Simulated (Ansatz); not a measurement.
System: bcc V. Method: PBEsol in Ansatz (plane waves, PAW).

Numerical settings: plane-wave cutoff 500 eV, 14×22×1 k mesh (along the axes of the cell as run), Fermi–Dirac smearing 0.1 eV, scalar-relativistic PAW data made under PBE.

Problem. What does this level give for the surface energy of the (211) face and work function of the (211) face?

Solution. 
* **surface energy of the (211) face**: 3.00 J/m²
* **work function of the (211) face**: 4.00 eV

The slab of 12 atoms is relaxed and unreconstructed.

Computed values are for the static lattice.

Computing time: about 24 core-minutes (a rough figure).

Ansatz is a first-principles code.
